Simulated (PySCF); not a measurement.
O2S, charge +1, multiplicity 2. Atoms are numbered in the order given.

```xyz
3

O      0.0000    -1.3100    -0.2854
S      0.0000     0.0000     0.2854
O      0.0000     1.3100    -0.2854
```
Charge +1, spin multiplicity 2.

The structure is a stationary point at r2SCAN-D4/def2-TZVP. The multiplicity is an assumed one; other spin states were not compared.

The numbers are results of PySCF with TDA-ωB97X/def2-TZVPD, not measurements.

Vertical excitations. Isolated molecule, no solvent.

| state | energy (eV) | λ (nm) | f | main pairs |
|---|---|---|---|---|
| root 1 | 1.86 | 666 | 0.004 | β HOMO→LUMO 94 % |
| root 2 | 2.09 | 593 | 0.000 | β HOMO−1→LUMO 99 % |
| root 3 | 4.34 | 286 | 0.003 | α HOMO→LUMO 95 % |
| root 4 | 4.62 | 268 | 0.001 | α HOMO−1→LUMO 56 %, β HOMO−1→LUMO+1 25 %, β HOMO−2→LUMO 18 % |
| root 5 | 4.96 | 250 | 0.000 | α HOMO−2→LUMO 23 %, β HOMO→LUMO+1 76 % |
| root 6 | 5.06 | 245 | 0.007 | β HOMO−2→LUMO 67 %, β HOMO−1→LUMO+1 31 % |
| root 7 | 5.23 | 237 | 0.011 | β HOMO−4→LUMO 94 % |
| root 8 | 5.23 | 237 | 0.016 | β HOMO−3→LUMO 95 % |
| root 9 | 5.48 | 226 | 0.000 | α HOMO−2→LUMO 76 %, β HOMO→LUMO+1 24 % |
| root 10 | 7.47 | 166 | 0.001 | α HOMO−3→LUMO 53 %, β HOMO−4→LUMO+1 39 % |
Unrestricted roots are not spin-pure.
